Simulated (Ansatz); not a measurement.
Which is lower?

Two relaxed structures of CH₄AlS (charge -1), singlet (PBE0-D4/def2-TZVPD; forces vanish, vibrations not checked).

A:

```
atom    x (Å)    y (Å)    z (Å)
  C1  -0.7510   0.5047  -0.2328
 Al2   0.8653  -0.5600   0.2466
  S3   0.9697  -2.0911   1.6654
  H4  -0.5822   1.5736  -0.0470
  H5  -1.6351   0.1962   0.3330
  H6  -0.9784   0.4091  -1.3028
  H7   2.1116  -0.0325  -0.6623
```

B:

```
7
angstrom
C -0.9101 0.4775 -0.3488
Al 0.6202 -0.4966 -0.1540
S 0.7799 -2.3368 1.1961
H 2.0665 -2.5559 0.8844
H -1.8604 0.2761 0.1464
H -0.9565 1.3523 -1.0002
H 2.0623 -0.2686 -0.8468
```

Program: Ansatz 0.2.0. Basis: def2-TZVPPD. Cores are frozen in the correlated methods. B3LYP uses VWN-RPA correlation.

Which structure is lower at CCSD(T), and by how much? (Judge from chemistry; the value comes from the calculation.)

Computed: A, by 1.662 eV (electronic energy, against the other). By their contacts, A is CH₄AlS ([CH3][AlH][S]), total charge -1 and B is CH₄AlS ([CH2][AlH][SH]), total charge -1.

All methods give the same order:

```
   method  E(B) − E(A) (eV)
   PBE-D4             1.635
r2SCAN-D4             1.718
  PBE0-D4             1.727
 B3LYP-D4             1.695
  wB97M-V             1.717
       HF             1.904
      MP2             1.708
     CCSD             1.698
  CCSD(T)             1.662
```

No T1 diagnostic of these runs exceeds 0.014.

Labels in which every atom is bracketed show which atoms are joined, not bond orders.

For scale, one of the runs: CCSD(T)/def2-TZVPPD, 204 basis functions, launched by `ansatz run in.yaml --threads 2 --pin off --events-out ev --progress --plain --max-ram 4352MiB`. The run took 42 s on 2 CPU threads of an Intel Xeon Platinum 8259CL (shared host), with 2.4 GiB of host memory at its peak.
